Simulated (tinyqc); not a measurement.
CCSD on RHF in the sto-6g basis, frozen core, for NH3, spin multiplicity 1, step by step (part 2 of 2). Computed by tinyqc, a small Python program that keeps every step (integrals from PySCF). Command: `OMP_NUM_THREADS=1 python tinyqc.py 30451 30452 out.jsonl` (the two numbers bound the seeds that draw the settings). One thread of a shared host (Intel(R) Xeon(R) Processor @ 2.60GHz), about 0.4 s of CPU time with the checks.

Geometry (angstrom):
```
atom         x         y        z
N      0.00000   0.00000  0.43800
H      1.06200   0.00000  0.00000
H     -0.53100   0.92000  0.00000
H     -0.53100  -0.92000  0.00000
```

## Convergence

Stop when the energy changes by less than 1e-10 hartree and every element of the error matrix X^T (F D S - S D F) X is below 3e-06.

Course of the cycle:
```
iteration  E (hartree)     change  largest element of the error matrix
1          -55.5750345          -                             4.65e-01
2          -55.9266918  -3.52e-01                             1.24e-01
3          -55.9501921  -2.35e-02                             3.10e-02
4          -55.9527724  -2.58e-03                             9.75e-03
5          -55.9529997  -2.27e-04                             2.09e-03
6          -55.9530173  -1.76e-05                             4.25e-05
7          -55.9530173  -7.07e-09                             7.16e-07
8          -55.9530173  -8.24e-13                             4.88e-08
```

PySCF RHF in the same basis = -55.9530173 hartree

Converged in 8 iterations.

## Integrals over molecular orbitals

coefficients C, order 1N 1s, 1N 2s, 1N 2px, 1N 2py, 1N 2pz, 2H 1s, 3H 1s, 4H 1s:
$$\begin{pmatrix}
0.99640 & -0.21138 & 0.00004 & 0.00000 & -0.08425 & -0.15199 & 0.00000 & -0.00018 \\
0.01720 & 0.78226 & -0.00020 & 0.00000 & 0.45100 & 1.00028 & 0.00000 & 0.00130 \\
0.00000 & 0.00006 & 0.58600 & 0.00000 & 0.00009 & -0.00103 & 0.00000 & 0.97715 \\
0.00000 & 0.00000 & 0.00000 & 0.58597 & 0.00000 & 0.00000 & 0.97715 & 0.00000 \\
-0.00300 & -0.10664 & -0.00010 & 0.00000 & 0.86785 & -0.57214 & 0.00000 & -0.00070 \\
-0.00332 & 0.15689 & 0.51212 & 0.00000 & -0.16575 & -0.64060 & 0.00000 & -0.87332 \\
-0.00331 & 0.15681 & -0.25607 & 0.44351 & -0.16587 & -0.64199 & -0.75555 & 0.43549 \\
-0.00331 & 0.15681 & -0.25607 & -0.44351 & -0.16587 & -0.64199 & 0.75555 & 0.43549
\end{pmatrix}$$

core Hamiltonian H = T + V (hartree), order 1N 1s, 1N 2s, 1N 2px, 1N 2py, 1N 2pz, 2H 1s, 3H 1s, 4H 1s:
$$\begin{pmatrix}
-25.81882 & -5.64280 & -0.00001 & 0.00000 & 0.01488 & -1.09066 & -1.09010 & -1.09010 \\
-5.64280 & -7.55942 & -0.00007 & 0.00000 & 0.16958 & -2.64977 & -2.64880 & -2.64880 \\
-0.00001 & -0.00007 & -6.31877 & 0.00000 & 0.00003 & -1.95935 & 0.97918 & 0.97918 \\
0.00000 & 0.00000 & 0.00000 & -6.31878 & 0.00000 & 0.00000 & -1.69655 & 1.69655 \\
0.01488 & 0.16958 & 0.00003 & 0.00000 & -6.23459 & 0.85076 & 0.85036 & 0.85036 \\
-1.09066 & -2.64977 & -1.95935 & 0.00000 & 0.85076 & -4.21567 & -0.85297 & -0.85297 \\
-1.09010 & -2.64880 & 0.97918 & -1.69655 & 0.85036 & -0.85297 & -4.21504 & -0.85241 \\
-1.09010 & -2.64880 & 0.97918 & 1.69655 & 0.85036 & -0.85297 & -0.85241 & -4.21504
\end{pmatrix}$$

Given earlier and not repeated: Two-electron integrals (ij|kl) in chemists' order.

(pq|rs) = sum C_ip C_jq C_kr C_ls (ij|kl), one index at a time.

one-electron integrals over orbitals h = C^T H C (hartree):
$$\begin{pmatrix}
-25.80666 & 0.44899 & -0.00008 & 0.00000 & 0.17089 & 0.32446 & 0.00000 & 0.00039 \\
0.44899 & -6.26732 & 0.00003 & 0.00000 & -0.28379 & -1.24422 & 0.00000 & -0.00161 \\
-0.00008 & 0.00003 & -5.25634 & 0.00000 & 0.00020 & 0.00164 & 0.00000 & -1.33252 \\
0.00000 & 0.00000 & 0.00000 & -5.25610 & 0.00000 & 0.00000 & -1.33266 & 0.00000 \\
0.17089 & -0.28379 & 0.00020 & 0.00000 & -5.98264 & 0.60968 & 0.00000 & 0.00047 \\
0.32446 & -1.24422 & 0.00164 & 0.00000 & 0.60968 & -4.55203 & 0.00000 & 0.00027 \\
0.00000 & 0.00000 & 0.00000 & -1.33266 & 0.00000 & 0.00000 & -4.86228 & 0.00000 \\
0.00039 & -0.00161 & -1.33252 & 0.00000 & 0.00047 & 0.00027 & 0.00000 & -4.86224
\end{pmatrix}$$

Two-electron integrals over orbitals (pq|rs), unique and non-zero (hartree); the lowest 1 orbital is frozen and left out:
```
(22|22) 0.60087     (32|22) 3.17e-05    (32|32) 0.11644     (33|22) 0.53662
(33|32) 0.04602     (33|33) 0.55118     (42|42) 0.11641     (43|42) -0.04604
(43|43) 0.04354     (44|22) 0.53658     (44|32) -0.04603    (44|33) 0.46413
(44|44) 0.55116     (52|22) -0.00412    (52|32) -1.99e-06   (52|33) 0.00083
(52|44) 0.00082     (52|52) 0.10367     (53|22) -1.53e-05   (53|32) -0.00704
(53|33) -0.01290    (53|44) 0.01288     (53|52) -2.16e-05   (53|53) 0.03039
(54|42) -0.00705    (54|43) 0.01290     (54|54) 0.03039     (55|22) 0.59194
(55|32) -1.71e-05   (55|33) 0.51826     (55|44) 0.51825     (55|52) 0.09662
(55|53) -3.87e-05   (55|55) 0.73422     (62|22) 0.12365     (62|32) -4.93e-05
(62|33) 0.07128     (62|44) 0.07125     (62|52) -0.01552    (62|53) -2.82e-05
(62|55) 0.11321     (62|62) 0.09189     (63|22) -0.00015    (63|32) -0.02534
(63|33) -0.03432    (63|44) 0.03414     (63|52) -0.00005    (63|53) 0.01610
(63|55) -0.00018    (63|62) -0.00013    (63|63) 0.05887     (64|42) -0.02543
(64|43) 0.03427     (64|54) 0.01614     (64|64) 0.05901     (65|22) -0.06593
(65|32) -0.00005    (65|33) -0.03144    (65|44) -0.03137    (65|52) 0.01431
(65|53) -9.66e-06   (65|55) -0.06898    (65|62) -0.05484    (65|63) 0.00008
(65|65) 0.04038     (66|22) 0.52073     (66|32) -0.00020    (66|33) 0.48248
(66|44) 0.48268     (66|52) -0.05053    (66|53) 0.00005     (66|55) 0.47566
(66|62) 0.08633     (66|63) 4.29e-05    (66|65) -0.04825    (66|66) 0.51363
(72|42) 0.03468     (72|43) 0.01261     (72|54) 0.02222     (72|64) 0.03754
(72|72) 0.05612     (73|42) 0.03890     (73|43) -0.01485    (73|54) -0.01196
(73|64) -0.02959    (73|72) -0.00475    (73|73) 0.03387     (74|22) 0.11597
(74|32) 0.03890     (74|33) 0.08699     (74|44) 0.05728     (74|52) 0.04624
(74|53) -0.01197    (74|55) 0.15235     (74|62) 0.07682     (74|63) -0.02964
(74|65) -0.03962    (74|66) 0.04369     (74|74) 0.13917     (75|42) 0.04756
(75|43) -0.02047    (75|54) 0.01523     (75|64) -0.02134    (75|72) 0.01452
(75|73) 0.01860     (75|75) 0.04311     (76|42) 0.09106     (76|43) -0.04804
(76|54) -0.02196    (76|64) -0.04470    (76|72) 0.00423     (76|73) 0.04553
(76|75) 0.03647     (76|76) 0.09877     (77|22) 0.54025     (77|32) -0.02900
(77|33) 0.47078     (77|44) 0.54496     (77|52) 0.01800     (77|53) 0.01511
(77|55) 0.54436     (77|62) 0.07916     (77|63) 0.03751     (77|65) -0.03209
(77|66) 0.48913     (77|74) 0.07356     (77|77) 0.56683     (82|22) 0.00016
(82|32) 0.03466     (82|33) -0.01255    (82|44) 0.01272     (82|52) -3.08e-06
(82|53) 0.02222     (82|55) 0.00016     (82|62) 0.00005     (82|63) 0.03753
(82|65) -0.00008    (82|66) 0.00010     (82|74) -0.00465    (82|77) 0.02194
(82|82) 0.05612     (83|22) 0.11593     (83|32) -0.03897    (83|33) 0.05725
(83|44) 0.08701     (83|52) 0.04624     (83|53) 0.01194     (83|55) 0.15234
(83|62) 0.07681     (83|63) 0.02945     (83|65) -0.03956    (83|66) 0.04388
(83|74) 0.07316     (83|77) 0.09863     (83|82) 0.00488     (83|83) 0.13923
(84|42) 0.03889     (84|43) -0.01482    (84|54) -0.01194    (84|64) -0.02953
(84|72) -0.00470    (84|73) 0.03207     (84|75) 0.01859     (84|76) 0.04549
(84|84) 0.03381     (85|22) -4.33e-05   (85|32) 0.04755     (85|33) 0.02042
(85|44) -0.02048    (85|52) 3.16e-05    (85|53) 0.01524     (85|55) -4.84e-05
(85|62) -0.00007    (85|63) -0.02128    (85|65) -1.03e-05   (85|66) -0.00013
(85|74) 0.01857     (85|77) -0.01485    (85|82) 0.01452     (85|83) -0.01866
(85|85) 0.04310     (86|22) 1.75e-05    (86|32) 0.09100     (86|33) 0.04792
(86|44) -0.04797    (86|52) -0.00007    (86|53) -0.02191    (86|55) -0.00007
(86|62) 3.43e-06    (86|63) -0.04450    (86|65) -0.00007    (86|66) -0.00019
(86|74) 0.04546     (86|77) -0.04155    (86|82) 0.00426     (86|83) -0.04560
(86|85) 0.03643     (86|86) 0.09857     (87|42) -0.02889    (87|43) 0.03705
(87|54) 0.01511     (87|64) 0.03760     (87|72) 0.02184     (87|73) -0.01247
(87|75) -0.01479    (87|76) -0.04151    (87|84) -0.01243    (87|87) 0.04034
(88|22) 0.54027     (88|32) 0.02921     (88|33) 0.54509     (88|44) 0.47065
(88|52) 0.01800     (88|53) -0.01519    (88|55) 0.54435     (88|62) 0.07920
(88|63) -0.03782    (88|65) -0.03213    (88|66) 0.48894     (88|74) 0.09871
(88|77) 0.48587     (88|82) -0.02173    (88|83) 0.07339     (88|85) 0.01489
(88|86) 0.04172     (88|88) 0.56702
```

## CCSD: starting amplitudes

orbital energies (hartree): MO1 -15.51884, MO2 -1.02627, MO3 -0.51462, MO4 -0.51461, MO5 -0.34480, MO6 0.48766, MO7 0.59224, MO8 0.59231

t_ij^ab = <ij||ab> / (e_i + e_j - e_a - e_b), whose energy is MP2.

Starting amplitudes (spin orbitals 1a, 1b, ...; amplitudes related by a flip of all spins are not repeated; the 24 largest):
```
from      to         t
3a 3b  8a 8b  -0.06289
4a 4b  7a 7b  -0.06287
3a 4b  7b 8a   0.03305
2a 2b  6a 6b  -0.03035
4a 4b  6a 6b  -0.02944
3a 3b  6a 6b  -0.02937
2a 4b  6a 7b  -0.02931
2a 3b  6a 8b  -0.02931
5a 5b  6a 6b  -0.02425
2a 5b  6a 6b   0.02337
5a 5b  7a 7b  -0.02300
5a 5b  8a 8b  -0.02300
4a 5b  6b 7a  -0.02043
3a 5b  6b 8a  -0.02040
3a 4a  7a 8a   0.01856
2a 2b  7a 7b  -0.01734
2a 2b  8a 8b  -0.01733
3a 3b  7a 7b  -0.01530
4a 4b  8a 8b  -0.01527
2a 4a  6a 7a  -0.01499
2a 3a  6a 8a  -0.01499
3a 4b  7a 8b  -0.01449
2a 4b  6b 7a   0.01432
2a 3b  6b 8a   0.01432
```

correlation energy = -0.0629892 hartree

## CCSD: amplitude update 1

t_i^a D_i^a and t_ij^ab D_ij^ab are set to the remaining terms of the spin-orbital equations, evaluated with the old amplitudes; for the doubles these are <ij||ab> + 1/2 <ab||ef> t_ij^ef + 1/2 <mn||ij> t_mn^ab + P(ij)P(ab) <mb||ej> t_im^ae + terms in t^2 + terms with t1, D the orbital-energy denominators.

Amplitudes after update 1 (spin orbitals 1a, 1b, ...; amplitudes related by a flip of all spins are not repeated; the 24 largest):
```
from      to         t
3a 3b  8a 8b  -0.08014
4a 4b  7a 7b  -0.08010
4a 4b  6a 6b  -0.03966
3a 3b  6a 6b  -0.03956
3a 4b  7b 8a   0.03895
2a 4b  6a 7b  -0.03616
2a 3b  6a 8b  -0.03615
2a 2b  6a 6b  -0.03533
2a 5b  6a 6b   0.03179
5a 5b  6a 6b  -0.02961
5a 5b  7a 7b  -0.02893
5a 5b  8a 8b  -0.02892
4a 5b  6b 7a  -0.02541
3a 5b  6b 8a  -0.02537
3a 4b  7a 8b  -0.02256
2a 4b  6b 7a   0.02252
2a 3b  6b 8a   0.02251
3a 4b  6a 7b   0.02034
3a 4b  6b 7a  -0.02032
4a 4b  6a 8b   0.02027
3a 3b  6a 8b  -0.02023
2a 2b  7a 7b  -0.01992
2a 2b  8a 8b  -0.01992
3a 3b  7a 7b  -0.01854
```

correlation energy = -0.0793633 hartree

## CCSD: amplitude update 2

As before.

Amplitudes after update 2 (spin orbitals 1a, 1b, ...; amplitudes related by a flip of all spins are not repeated; the 24 largest):
```
from      to         t
3a 3b  8a 8b  -0.08639
4a 4b  7a 7b  -0.08635
4a 4b  6a 6b  -0.04332
3a 3b  6a 6b  -0.04320
3a 4b  7b 8a   0.04054
2a 4b  6a 7b  -0.03799
2a 3b  6a 8b  -0.03798
2a 2b  6a 6b  -0.03705
2a 5b  6a 6b   0.03519
5a 5b  6a 6b  -0.03191
5a 5b  7a 7b  -0.03090
5a 5b  8a 8b  -0.03088
4a 5b  6b 7a  -0.02760
3a 5b  6b 8a  -0.02755
3a 4b  7a 8b  -0.02654
2a 4b  6b 7a   0.02611
2a 3b  6b 8a   0.02610
3a 4b  6a 7b   0.02265
3a 4b  6b 7a  -0.02263
4a 4b  6a 8b   0.02258
3a 3b  6a 8b  -0.02253
4a 5b  6a 7b   0.02094
3a 5b  6a 8b   0.02089
2a 2b  7a 7b  -0.02023
```

correlation energy = -0.0849068 hartree

## CCSD: convergence

E_corr = 1/4 sum <ij||ab> t_ij^ab + 1/2 sum <ij||ab> t_i^a t_j^b; stop when the norm of the change is below 1e-8.

Course of the amplitude iterations:
```
update  correlation energy (hartree)  norm of the change
0                         -0.0629892                   -
1                         -0.0793633            1.01e-01
2                         -0.0849068            4.19e-02
3                         -0.0888057            1.93e-02
4                         -0.0888654            3.59e-03
5                         -0.0888938            7.03e-04
6                         -0.0888929            1.60e-04
7                         -0.0888935            3.83e-05
8                         -0.0888933            6.44e-06
9                         -0.0888933            1.04e-06
10                        -0.0888933            3.55e-07
11                        -0.0888933            4.68e-08
12                        -0.0888933            1.42e-08
13                        -0.0888933            4.01e-09
```

Converged amplitudes (spin orbitals 1a, 1b, ...; amplitudes related by a flip of all spins are not repeated; the 24 largest):
```
from      to         t
3a 3b  8a 8b  -0.09142
4a 4b  7a 7b  -0.09137
4a 4b  6a 6b  -0.04460
3a 3b  6a 6b  -0.04448
3a 4b  7b 8a   0.04175
2a 2b  6a 6b  -0.03887
2a 4b  6a 7b  -0.03867
2a 3b  6a 8b  -0.03866
2a 5b  6a 6b   0.03851
5a 5b  6a 6b  -0.03500
5a 5b  7a 7b  -0.03264
5a 5b  8a 8b  -0.03262
4a 5b  6b 7a  -0.03053
3a 5b  6b 8a  -0.03047
3a 4b  7a 8b  -0.03035
2a 4b  6b 7a   0.02882
2a 3b  6b 8a   0.02882
4a 5b  6a 7b   0.02549
3a 5b  6a 8b   0.02544
3a 4b  6a 7b   0.02357
3a 4b  6b 7a  -0.02356
4a 4b  6a 8b   0.02350
3a 3b  6a 8b  -0.02344
5a        6a   0.02237
```

CCSD total energy = -56.0419106 hartree

T1 diagnostic, norm of the one-spin t1 over sqrt(correlated electrons) = 0.00794

Converged in 13 updates, with DIIS from the third.
